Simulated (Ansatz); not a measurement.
```yaml
crystal:
  periodic: [false, false, false]
  atoms:
    - {symbol: C, position_ang: [-0.623358, 1.379016, -1.092795]}
    - {symbol: C, position_ang: [-0.100172, 0.620157, -0.323987]}
    - {symbol: C, position_ang: [0.527887, -0.337174, 0.578770]}
    - {symbol: O, position_ang: [-0.271060, -1.470218, 0.837453]}
    - {symbol: H, position_ang: [-1.089964, 2.059861, -1.764962]}
    - {symbol: H, position_ang: [1.506844, -0.621252, 0.168372]}
    - {symbol: H, position_ang: [0.710655, 0.136670, 1.546497]}
    - {symbol: H, position_ang: [-0.568733, -1.824060, -0.005048]}
basis:
  gaussian: {orbitals: aug-cc-pVTZ, final_grid: {core_spheres: 5, valence_spheres: 4, degree: 11}}
total_charge: 1
magnetization: {spin_polarized: true, initial_magnetization: 1}
hamiltonian: {xc: {name: revPBE}, dispersion: d3bjatm}
scf: {lower_state_search: light}
output: {forces: true}
```

```sh
$ ansatz run in.yaml --threads 2 --pin off --events-out ev --progress --plain --max-ram 20480MiB --backend cuda --devices 0, --max-vram 18GiB
```

Shortened log:

```
Functional definition: revPBE
1066 factors; their error is unknown
mean field evaluation 1: about -5196.4165 eV, gradient 6.2e1 eV
mean field evaluation 2: about -5130.0099 eV, gradient 1.3e2 eV
mean field evaluation 4: about -5206.8926 eV, gradient 2.9e1 eV
mean field evaluation 8: about -5211.5770 eV, gradient 1.7e0 eV
mean field evaluation 16: about -5211.5617 eV, gradient 8.2e-2 eV
mean field -5211.56175516 eV, -191.5213619785 hartree, gradient 3.0e-5 eV, S^2 0.752444; 4 other end points of the search recorded, 0 dependent functions left out
reference -5211.56181078 eV, -191.5213640228 hartree; 15, 14 occupied and 261, 262 virtual orbitals, 1066 factors
Total energy: -5211.87578156 eV, -191.5329022362 hartree
Atom 0 at    -0.623358     1.379016    -1.092795 Å, force    -1.152806     1.804860    -1.815211 eV/Å
Atom 1 at    -0.100172     0.620157    -0.323987 Å, force     1.828585    -2.457031     2.112805 eV/Å
Atom 2 at     0.527887    -0.337174     0.578770 Å, force    -1.653921     0.896519    -0.160673 eV/Å
Atom 3 at    -0.271060    -1.470218     0.837453 Å, force     0.869075     0.016059     0.668112 eV/Å
Atom 4 at    -1.089964     2.059861    -1.764962 Å, force    -0.252836     0.384053    -0.295283 eV/Å
Atom 5 at     1.506844    -0.621252     0.168372 Å, force     0.663421    -0.307984    -0.143591 eV/Å
Atom 6 at     0.710655     0.136670     1.546497 Å, force     0.339065     0.162117     0.434398 eV/Å
Atom 7 at    -0.568733    -1.824060    -0.005048 Å, force    -0.640583    -0.498592    -0.800557 eV/Å
Dipole moment:     0.081232     0.213478    -0.393445 e Å
```

Run time 4.3 s (2 threads of an AMD EPYC 7R13 on a shared host and a share of an NVIDIA H100 80 GB); peak host memory 0.83 GiB.
